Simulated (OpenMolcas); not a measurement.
**A workflow on H2S2 (SMILES SS)**

Aim: a single-point energy (HF/def2-TZVPP), then the energy (CASSCF(14,10)/def2-TZVPP), then a single-point energy (CASPT2(14,10)/def2-TZVPP), then the energy, then a single-point energy (SC-NEVPT2(14,10)/def2-TZVPP) of H2S2. 

Program for the calculation: OpenMolcas 26.06.

**1. The system as given**

H2S2 has 4 atoms, charge 0, and is taken as a singlet. SMILES: `SS`. The shape is that of a PBE0-D4/def2-TZVP optimisation.

Bond lengths: S1–S2 2.046 Å, S1–H3 1.347 Å, S2–H4 1.347 Å. Angles: S1–S2–H4 98.6°, S2–S1–H3 98.6°.

**2. A single-point energy at HF/def2-TZVPP (RICD fitting) (run 1)**

Contents of step1.inp:

```
>>> EXPORT MOLCAS_PRINT=2
&GATEWAY
BasLib=$CurrDir
BasisSet
S.def2-TZVPP....
S1 0.784480 -0.789210 0.166690 angstrom
S2 0.060220 1.121560 0.067360 angstrom
End of Basis
BasisSet
H.def2-TZVPP....
H3 -0.225420 -1.352590 0.856880 angstrom
H4 -0.619290 1.020250 -1.090950 angstrom
End of Basis
RICD
&SEWARD
&SCF
PrOrbitals=1 1
```

The basis set def2-TZVPP is read from a file made from the Basis Set Exchange's data (not shown).

Run with:

```console
export MOLCAS_MEM=1860
pymolcas step1.inp > step1.log
```

Output:

```text
--- Start Module: gateway ---
[...]
--- Stop Module: gateway /rc=_RC_ALL_IS_WELL_ ---
--- Start Module: seward ---
[...]
      Basis functions          112
--- Stop Module: seward /rc=_RC_ALL_IS_WELL_ ---
[...]
--- Start Module: scf ---
[...]
       Convergence after  11 Iterations
[...]
::    Total SCF energy                               -796.2500562602
[...]
      Total spin, S                                     0.0000000000
[...]
      Total electronic charge=   34.000000
      Total            charge=   -0.000000
[...]
      Dipole Moment (debye):
      Origin of the operator (angstrom)=    0.3965    0.1560    0.1099
                   X= -1.1666E+00               Y= -4.5899E-01               Z= -3.2324E-01           Total=  1.2946E+00
      Quadrupole Moment (debye*angstrom):
[...]
--- Stop Module: scf /rc=_RC_ALL_IS_WELL_ ---
[...]
```

Run time: 5.1 s. Hardware: 1 thread of Arm Neoverse V1, shared host; peak memory 0.088 GiB.

**3. The energy at CASSCF(14,10)/def2-TZVPP (RICD fitting) (run 2)**

Contents of step2.input:

```
&gateway
  baslib=$CurrDir
  basisset
  S.def2-TZVPP....
  S1 0.784480 -0.789210 0.166690 angstrom
  S2 0.060220 1.121560 0.067360 angstrom
  End of Basis
  basisset
  H.def2-TZVPP....
  H3 -0.225420 -1.352590 0.856880 angstrom
  H4 -0.619290 1.020250 -1.090950 angstrom
  End of Basis
  ricd

&seward

&rasscf
  fileorb=$CurrDir/step1.ScfOrb
  spin=1
  nactel=14 0 0
  inactive=10
  ras2=10
  orblisting=Nothing
  orbappear=Compact
```

The basis set def2-TZVPP is read from a file made from the Basis Set Exchange's data (not shown).

Run with:

```console
export MOLCAS_MEM=1860
pymolcas step2.input > step2.log
```

Output:

```text
--- Start Module: gateway ---
[...]
--- Stop Module: gateway /rc=_RC_ALL_IS_WELL_ ---
--- Start Module: seward ---
[...]
      Basis functions          112
--- Stop Module: seward /rc=_RC_ALL_IS_WELL_ ---
[...]
--- Start Module: rasscf ---
[...]
      Number of active orbitals                 10
[...]
      Spin quantum number                      0.0
[...]
      Active orbitals                           10
[...]
      Number of CSFs                          4950
[...]
      Number of root(s) required                 1
[...]
      Convergence after 19 iterations
[...]
      printout of CI-coefficients larger than  0.05 for root  1
      energy=    -796.304629
      conf/sym  1111111111     Coeff  Weight
             1  2222222000   0.97783 0.95616
           426  2222022200  -0.10217 0.01044
           680  2220222020  -0.05029 0.00253
           706  2220222002  -0.05082 0.00258
           739  22ud2220ud  -0.09781 0.00957
           880  2202222020  -0.05142 0.00264
      Natural orbitals and occupation numbers for root  1
      sym 1:   1.996594   1.995299   1.976396   1.976486   1.970622   1.997623   1.997919   0.034999   0.027463   0.026600
      ************************************************************************************************************************
      *                                                    Final results                                                     *
[...]
::    RASSCF root number  1 Total energy:   -796.30462893
[...]
      Total electronic charge=   34.000000
      Total            charge=   -0.000000
[...]
      Dipole Moment (debye):
      Origin of the operator (angstrom)=    0.3965    0.1560    0.1099
                   X= -1.1155E+00               Y= -4.3888E-01               Z= -3.0908E-01           Total=  1.2379E+00
      Quadrupole Moment (debye*angstrom):
[...]
```

It took 14 s on 1 thread of Arm Neoverse V1, shared host; peak memory 0.093 GiB.

**4. A single-point energy at CASPT2(14,10)/def2-TZVPP (RICD fitting) (run 3)**

Contents of step3.inp:

```
* H2S2 CASPT2

&GATEWAY
  BasLib=$CurrDir
  BasisSet
  S.def2-TZVPP....
  S1 0.784480 -0.789210 0.166690 angstrom
  S2 0.060220 1.121560 0.067360 angstrom
  End of Basis
  BasisSet
  H.def2-TZVPP....
  H3 -0.225420 -1.352590 0.856880 angstrom
  H4 -0.619290 1.020250 -1.090950 angstrom
  End of Basis
  RICD

&SEWARD

&RASSCF
  FileOrb=$CurrDir/step2.RasOrb
  Spin=1
  Nactel=14 0 0
  Inactive=10
  Ras2=10
  OrbListing=Nothing
  OrbAppear=Compact

&CASPT2
  IPEA=0.25
  Imaginary=0.1
  Frozen=10
```

The basis set def2-TZVPP is read from a file made from the Basis Set Exchange's data (not shown).

Run with:

```console
export MOLCAS_MEM=1860
pymolcas step3.inp > step3.log
```

Output:

```text
[...]
      Basis functions          112
[...]
--- Start Module: rasscf ---
[...]
      Number of active orbitals                 10
[...]
      Spin quantum number                      0.0
[...]
      Active orbitals                           10
[...]
      Number of CSFs                          4950
[...]
      Number of root(s) required                 1
[...]
      Convergence after  7 iterations
[...]
      printout of CI-coefficients larger than  0.05 for root  1
      energy=    -796.304629
      conf/sym  1111111111     Coeff  Weight
             1  2222222000  -0.97784 0.95616
           426  2222022200   0.10216 0.01044
           680  2220222020   0.05029 0.00253
           706  2220222002   0.05083 0.00258
           739  22ud2220ud   0.09781 0.00957
           880  2202222020   0.05141 0.00264
      Natural orbitals and occupation numbers for root  1
      sym 1:   1.996596   1.995301   1.976396   1.976485   1.970624   1.997625   1.997920   0.034992   0.027461   0.026600
      ************************************************************************************************************************
      *                                                    Final results                                                     *
[...]
::    RASSCF root number  1 Total energy:   -796.30462893
[...]
      Total electronic charge=   34.000000
      Total            charge=   -0.000000
[...]
      Dipole Moment (debye):
      Origin of the operator (angstrom)=    0.3965    0.1560    0.1099
                   X= -1.1154E+00               Y= -4.3887E-01               Z= -3.0907E-01           Total=  1.2379E+00
      Quadrupole Moment (debye*angstrom):
[...]
      E2 (Variational):          -0.3108500236
      Total energy:            -796.6154789540
[...]
      Reference weight:           0.89008
[...]
::    CASPT2 Root  1     Total energy:   -796.61547895
[...]
```

Run time: 14 s. Hardware: 1 thread of Arm Neoverse V1, shared host; peak memory 0.13 GiB.

**5. A single-point energy at CASPT2[IPEA 0](14,10)/def2-TZVPP (RICD fitting) (run 4)**

Contents of step4.inp:

```
&GATEWAY
  BASLIB
  $CurrDir
  BASISSET
  S.def2-TZVPP....
  S1 0.784480 -0.789210 0.166690 angstrom
  S2 0.060220 1.121560 0.067360 angstrom
  End of Basis
  BASISSET
  H.def2-TZVPP....
  H3 -0.225420 -1.352590 0.856880 angstrom
  H4 -0.619290 1.020250 -1.090950 angstrom
  End of Basis
  RICD

&SEWARD

&RASSCF
  FILEORB
  $CurrDir/step2.RasOrb
  SPIN
  1
  NACTEL
  14 0 0
  INACTIVE
  10
  RAS2
  10
  ORBLISTING
  Nothing
  ORBAPPEAR
  Compact

&CASPT2
  IPEA
  0
  IMAGINARY
  0.1
  FROZEN
  10
```

The basis set def2-TZVPP is read from a file made from the Basis Set Exchange's data (not shown).

Run with:

```console
export MOLCAS_MEM=1860
pymolcas step4.inp > step4.log
```

Output:

```text
[...]
      Basis functions          112
[...]
--- Start Module: rasscf ---
[...]
      Number of active orbitals                 10
[...]
      Spin quantum number                      0.0
[...]
      Active orbitals                           10
[...]
      Number of CSFs                          4950
[...]
      Number of root(s) required                 1
[...]
      Convergence after  7 iterations
[...]
      printout of CI-coefficients larger than  0.05 for root  1
      energy=    -796.304629
      conf/sym  1111111111     Coeff  Weight
             1  2222222000  -0.97784 0.95616
           426  2222022200   0.10216 0.01044
           680  2220222020   0.05029 0.00253
           706  2220222002   0.05083 0.00258
           739  22ud2220ud   0.09781 0.00957
           880  2202222020   0.05141 0.00264
      Natural orbitals and occupation numbers for root  1
      sym 1:   1.996596   1.995301   1.976396   1.976485   1.970624   1.997625   1.997920   0.034992   0.027461   0.026600
      ************************************************************************************************************************
      *                                                    Final results                                                     *
[...]
::    RASSCF root number  1 Total energy:   -796.30462893
[...]
      Total electronic charge=   34.000000
      Total            charge=   -0.000000
[...]
      Dipole Moment (debye):
      Origin of the operator (angstrom)=    0.3965    0.1560    0.1099
                   X= -1.1154E+00               Y= -4.3887E-01               Z= -3.0907E-01           Total=  1.2379E+00
      Quadrupole Moment (debye*angstrom):
[...]
      E2 (Variational):          -0.3122644856
      Total energy:            -796.6168934161
[...]
      Reference weight:           0.88893
[...]
::    CASPT2 Root  1     Total energy:   -796.61689342
[...]
```

Run time: 14 s. Hardware: 1 thread of Arm Neoverse V1, shared host; peak memory 0.13 GiB.

**6. A single-point energy at SC-NEVPT2(14,10)/def2-TZVPP (RICD fitting) (run 5)**

Contents of step5.inp:

```
* H2S2 NEVPT2

&GATEWAY
 BasLib=$CurrDir
 BasisSet
 S.def2-TZVPP....
 S1 0.784480 -0.789210 0.166690 angstrom
 S2 0.060220 1.121560 0.067360 angstrom
 End of Basis
 BasisSet
 H.def2-TZVPP....
 H3 -0.225420 -1.352590 0.856880 angstrom
 H4 -0.619290 1.020250 -1.090950 angstrom
 End of Basis
 RICD

&SEWARD

&RASSCF
 FileOrb=$CurrDir/step2.RasOrb
 Spin=1
 Nactel=14 0 0
 Inactive=10
 Ras2=10
 OrbListing=Nothing
 OrbAppear=Compact

&CASPT2
 SC-NEVPT2
 Frozen=10
```

The basis set def2-TZVPP is read from a file made from the Basis Set Exchange's data (not shown).

Run with:

```console
export MOLCAS_MEM=1860
pymolcas step5.inp > step5.log
```

Output:

```text
--- Start Module: gateway ---
[...]
      Basis functions          112
[...]
--- Start Module: rasscf ---
[...]
      Number of active orbitals                 10
[...]
      Spin quantum number                      0.0
[...]
      Active orbitals                           10
[...]
      Number of CSFs                          4950
[...]
      Number of root(s) required                 1
[...]
      Convergence after  7 iterations
[...]
      printout of CI-coefficients larger than  0.05 for root  1
      energy=    -796.304629
      conf/sym  1111111111     Coeff  Weight
             1  2222222000  -0.97784 0.95616
           426  2222022200   0.10216 0.01044
           680  2220222020   0.05029 0.00253
           706  2220222002   0.05083 0.00258
           739  22ud2220ud   0.09781 0.00957
           880  2202222020   0.05141 0.00264
      Natural orbitals and occupation numbers for root  1
      sym 1:   1.996596   1.995301   1.976396   1.976485   1.970624   1.997625   1.997920   0.034992   0.027461   0.026600
      ************************************************************************************************************************
      *                                                    Final results                                                     *
[...]
::    RASSCF root number  1 Total energy:   -796.30462893
[...]
      Dipole Moment (debye):
      Origin of the operator (angstrom)=    0.3965    0.1560    0.1099
                   X= -1.1154E+00               Y= -4.3887E-01               Z= -3.0907E-01           Total=  1.2379E+00
      Quadrupole Moment (debye*angstrom):
[...]
      E2 (Variational):          -0.2852135821
[...]
      E2 (Variational):          -0.2798575693
      Total energy:            -796.5844864998
[...]
      Reference weight:           0.90971
[...]
::    SC-NEVPT2 Root  1     Total energy:   -796.58448650
[...]
```

Run time: 17 s. Hardware: 1 thread of Arm Neoverse V1, shared host; peak memory 0.13 GiB.

**7. Outcome**

```
                                                               quantity          value
                                     run 1, HF/def2-TZVPP: total energy  -796.25006 Eh
                                    run 1, HF/def2-TZVPP: dipole moment         1.29 D
                                      run 1, HF/def2-TZVPP: HOMO energy      -10.38 eV
                                      run 1, HF/def2-TZVPP: LUMO energy        2.87 eV
                                    run 1, HF/def2-TZVPP: HOMO–LUMO gap       13.25 eV
                          run 2, CASSCF(14,10)/def2-TZVPP: total energy  -796.30463 Eh
        run 2, CASSCF(14,10)/def2-TZVPP: dipole moment (CASSCF density)         1.24 D
                          run 3, CASPT2(14,10)/def2-TZVPP: total energy  -796.61548 Eh
        run 3, CASPT2(14,10)/def2-TZVPP: dipole moment (CASSCF density)         1.24 D
                  run 4, CASPT2[IPEA 0](14,10)/def2-TZVPP: total energy  -796.61689 Eh
run 4, CASPT2[IPEA 0](14,10)/def2-TZVPP: dipole moment (CASSCF density)         1.24 D
                       run 5, SC-NEVPT2(14,10)/def2-TZVPP: total energy  -796.58449 Eh
     run 5, SC-NEVPT2(14,10)/def2-TZVPP: dipole moment (CASSCF density)         1.24 D
```

In words: Mulliken charges (run 1, HF/def2-TZVPP) run from -0.08 on S1 to +0.08 on H3. Mulliken charges (run 3, CASPT2(14,10)/def2-TZVPP) of the CASSCF density run from -0.07 on S1 to +0.07 on H3. Mulliken charges (run 4, CASPT2[IPEA 0](14,10)/def2-TZVPP) of the CASSCF density run from -0.07 on S1 to +0.07 on H3; they depend strongly on the basis.
